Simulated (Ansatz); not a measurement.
Program: Ansatz. Geometries: PBE0-D4/def2-TZVP. ΔE: electronic, gas phase. CCSD(T)/CBS is the MP2 limit (def2-TZVPP, def2-QZVPP) plus CCSD(T) − MP2 in def2-TZVPP, frozen cores. Functionals use def2-TZVPP. B3LYP here is the variant with VWN-RPA as its local correlation; programs differ in this. Each species was taken in one conformer, which may not be the lowest.

Reaction (isomerisation): `OC(O)CF` → `CC(O)(O)F`

```
             level  ΔE (kJ/mol)  difference from CCSD(T)/CBS
            PBE-D4        -72.0                         -0.2
         r2SCAN-D4        -79.5                         -7.7
           PBE0-D4        -74.3                         -2.5
          B3LYP-D4        -69.8                          2.0
           ωB97X-V        -73.6                         -1.8
           ωB97M-V        -75.6                         -3.8
            B2PLYP        -71.5                          0.3
               PBE        -71.8                          0.0
            r2SCAN        -79.5                         -7.7
              PBE0        -74.2                         -2.4
             B3LYP        -69.4                          2.4
     HF/def2-TZVPP        -72.8                         -1.0
    MP2/def2-TZVPP        -74.9                         -3.1
SCS-MP2/def2-TZVPP        -70.7                          1.1
   CCSD/def2-TZVPP        -71.6                          0.2
CCSD(T)/def2-TZVPP        -72.4                         -0.6
     HF/def2-QZVPP        -72.3                         -0.5
    MP2/def2-QZVPP        -74.5                         -2.7
SCS-MP2/def2-QZVPP        -70.2                          1.6
      HF/CBS(def2)        -72.3                         -0.5
     MP2/CBS(def2)        -74.4                         -2.6
    CCSD/CBS(def2)        -71.0                          0.8
       CCSD(T)/CBS        -71.8                            0
```

Largest T1 diagnostic among the species: 0.011.
